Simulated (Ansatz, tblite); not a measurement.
# The cluster Mg2S+: a ladder of methods and basis sets

The task here is to estimate one member of a computed series from the others.

Method: as each input shows; program: Ansatz 0.2.0, Gaussian basis.

Plan: GFN1-xTB, GFN2-xTB, PBE-D4/def2-TZVP, r2SCAN-D4/def2-TZVP, CAM-B3LYP-D4/def2-TZVP, B97M-V/def2-TZVP, LDA/def2-TZVP, PBE-QIDH/def2-TZVP, BHLYP-D4/def2-TZVP, PBE-D4/def2-SVP, PBE0-D4/def2-SVP, HF/STO-3G, HF/6-31G, B3LYP-D4/6-31G, CCSD(T)/def2-TZVPP, MP2/def2-TZVP, RPA/def2-TZVP.

1 further run of the same task is left out (set aside as unsound or not needed).

### The relaxed structure

The geometry is that of the doublet, from an earlier relaxation (PBE0-D4/def2-TZVP). At that level it is the lowest of the isomers that a small search found.

3 atoms, charge 1, spin multiplicity 2.

Bond lengths: Mg1–S3 2.249 Å, Mg2–S3 2.249 Å. Angles: Mg1–S3–Mg2 123.0°.

The ion is computed in the gas phase, without counter-ions or solvent.

PBE0-D4/def2-TZVP was run before; its log isn't repeated, and its numbers join the tables.

The first run:

Tight binding, by tblite at 300 K electronic temperature and without a spin-polarisation term:

```python
tblite.interface.Calculator('GFN1-xTB', numbers, positions, charge=1, uhf=1).singlepoint()
```

Tight binding, by tblite at 300 K electronic temperature and without a spin-polarisation term:

```python
tblite.interface.Calculator('GFN2-xTB', numbers, positions, charge=1, uhf=1).singlepoint()
```

start.molden holds the orbitals of an earlier run on this state, given as this run's starting guess.

File in.yaml:

```yaml
crystal:
  periodic: [false, false, false]
  atoms:
    - {symbol: Mg, position_ang: [-0.259301, -0.752070, 1.844626]}
    - {symbol: Mg, position_ang: [-0.393865, 0.468511, -1.913338]}
    - {symbol: S, position_ang: [0.653166, 0.283559, 0.068712]}
basis:
  gaussian: {orbitals: def2-TZVP, initial_orbitals: start.molden}
total_charge: 1
magnetization: {spin_polarized: true, initial_magnetization: 1}
hamiltonian: {xc: pbe, dispersion: d4}
scf: {omitted_lower_state_checks: [starts]}
output: {orbitals: {seedname: orbitals}}
```

On the command line:

```sh
ansatz run in.yaml --threads 4 --pin off --events-out ev --progress --plain --max-ram 3916MiB
```

Among the steps run: PBE-D4/def2-TZVP; r2SCAN-D4/def2-TZVP; CAM-B3LYP-D4/def2-TZVP; B97M-V/def2-TZVP; LDA/def2-TZVP; PBE-QIDH/def2-TZVP; BHLYP-D4/def2-TZVP; PBE-D4/def2-SVP; PBE0-D4/def2-SVP; HF/STO-3G; HF/6-31G; B3LYP-D4/6-31G; CCSD(T)/def2-TZVPP; MP2/def2-TZVP; RPA/def2-TZVP.

One table of the session follows, with a row left open; its other results are not shown here.

It belongs to the step «Levels side by side». 

| level | HOMO (eV) | LUMO (eV) | gap (eV) |
| --- | --- | --- | --- |
| HF/STO-3G | ? | ? | ? |
| HF/6-31G | -10.70 | -6.39 | 4.31 |
| LDA/def2-TZVP | -9.07 | -8.60 | 0.47 |
| PBE-D4/def2-SVP | -9.04 | -8.60 | 0.43 |
| PBE-D4/def2-TZVP | -8.99 | -8.54 | 0.46 |
| r2SCAN-D4/def2-TZVP | -9.08 | -8.59 | 0.49 |
| B97M-V/def2-TZVP | -8.85 | -8.42 | 0.43 |
| B3LYP-D4/6-31G | -9.53 | -8.37 | 1.16 |
| PBE0-D4/def2-SVP | -9.47 | -8.19 | 1.29 |
| PBE0-D4/def2-TZVP | -9.44 | -8.12 | 1.33 |
| BHLYP-D4/def2-TZVP | -9.79 | -7.58 | 2.21 |
| CAM-B3LYP-D4/def2-TZVP | -10.19 | -7.46 | 2.73 |

Estimate the missing values for HF/STO-3G.

**Answer.** HOMO (eV): -7.30; LUMO (eV): 1.10; gap (eV): 8.40. In the column «HOMO (eV)» it is the highest.
